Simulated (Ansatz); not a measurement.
Input for Ansatz (development build ahead of 0.2.0):

```yaml
crystal:
  periodic: [false, false, false]
  atoms:
    - { symbol: C, position_ang: [0.0, 0.0, 0.0] }
    - { symbol: C, position_ang: [0.0, 0.0, 1.65] }
basis:
  gaussian: { orbitals: def2-SVP }
magnetization:
  spin_polarized: true
hamiltonian:
  xc: hf
correlation:
  method: mp2
  frozen_orbitals: { C: 1 }
output:
  forces: true
```

The input is written out in the form of the current development build from the run's settings.

The run gave:

```yaml
Converged: yes
Reference_energy: -75.36167 hartree
Correlation_energy: -0.13217 hartree
Total_energy: -75.49384 hartree
Spin_squared_of_the_determinant: 1.835
Stability_test: minimum
```

Forces (eV/Å):
```tsv
atom	Fx	Fy	Fz
C1	0.000	0.000	6.954
C2	0.000	0.000	-6.954
```

Caution: bonds are stretched, where a single reference can fail; the unrestricted determinant is a mixture of spin states.
